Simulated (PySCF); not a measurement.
Q: Write a Z-matrix for InChI=1S/C4H8/c1-2-4-3-1/h1-4H2 as optimised with PBE0-D3(BJ)/def2-SVP.

A: 
Z-matrix in Å and degrees, rows numbered from 1:
```
C 
C   1  1.5411
C   2  1.5415  1   88.39
C   3  1.5414  2   88.38  1    19.07
H   1  1.1015  2  111.41  3    93.35
H   1  1.1007  2  118.24  3  -140.45
H   2  1.1015  1  111.48  3   112.50
H   2  1.1008  1  118.16  3  -121.35
H   3  1.1007  2  118.23  1   140.49
H   3  1.1014  2  111.34  1   -93.31
H   4  1.1014  1  111.31  2   -93.28
H   4  1.1007  1  118.26  2   140.53
```

All internal angles of the 4-membered ring C1–C2–C3–C4 are 88.4°; it is puckered, 0.13 Å rms from its mean plane, widest ring torsion 19°. All 4 C–C bonds measure 1.541 to 1.542 Å.

Theory: PBE0-D3(BJ)/def2-SVP geometry optimisation, gas phase in PySCF.

Point group: D2d (every atom within 0.08 Å of its image). Whether it is a minimum is left open (no frequencies).
